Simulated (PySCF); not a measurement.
Gas-phase reaction: 4 Al(CH₃)₃ ⇌ 3 AlH + 3 C₄H₁₀ (isobutane) + AlH₃

Energies from PySCF, thermal terms from the rigid-rotor harmonic-oscillator model, ideal gas at 1 bar. † marks an energy on the PBE0/def2-TZVP geometry and frequencies; other levels use their own. MP2 freezes the core. 6-31G* has spherical d functions here. All species are closed-shell singlets. B3LYP is the form with VWN-RPA correlation. Methyl groups turn as free rotors in Al(CH₃)₃. AlH₃: computed as isolated molecules; such fragments, hydroxides, amides, oligomers or adducts are transient or little studied in the gas. MP2 isn't extrapolated to the basis-set limit; its ΔH°(298 K) is 628.8 kJ in def2-SVP and 749.3 kJ in def2-TZVPP. The harmonic model lacks anharmonicity and excited electronic states, which grow with temperature; levels with a mode under 35 cm⁻¹ are left out. Internal rotation in C₄H₁₀ (isobutane) is treated as a harmonic vibration of one conformer, which makes the entropy rough.

```tsv
level	ΔE electronic, kJ	ΔH°(298 K), kJ	ΔS°(298 K), J/K	ΔG°(2500 K), kJ
B3LYP/6-31G*	592	595	261	-32
B3LYP/def2-TZVP†	691	699	257	92
HF/def2-TZVP†	582	589	257	-17
M06-2X/def2-TZVP†	749	756	257	149
MP2/def2-SVP†	622	629	257	22
MP2/def2-TZVPP†	742	749	257	143
PBE/def2-SVP	674	679	252	84
ωB97X-V/def2-TZVP†	717	724	257	118
```
ΔH° is lowest at HF/def2-TZVP† and highest at M06-2X/def2-TZVP†. No reference value is set beside these.
